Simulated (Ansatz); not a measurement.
A calculation with Ansatz (development build ahead of 0.2.0).

```yaml
crystal:
  periodic: [false, false, false]
  atoms:
    - { symbol: C, position_ang: [0.04726, -0.07207, -0.12555] }
    - { symbol: H, position_ang: [-0.01835, 0.91088, 0.6502] }
    - { symbol: H, position_ang: [0.15605, -0.87335, 0.50899] }
basis:
  gaussian: { orbitals: cc-pVDZ }
hamiltonian:
  xc: hf
correlation:
  method: mp2
  frozen_orbitals: { C: 1, H: 0 }
```

The input is written out in the form of the current development build from the run's settings.

Results

* Converged: yes
* Reference energy: -38.86617 hartree
* Correlation energy: -0.11080 hartree
* Total energy: -38.97697 hartree
* Spin squared of the determinant: 0.000

Caution: another spin multiplicity may lie lower.
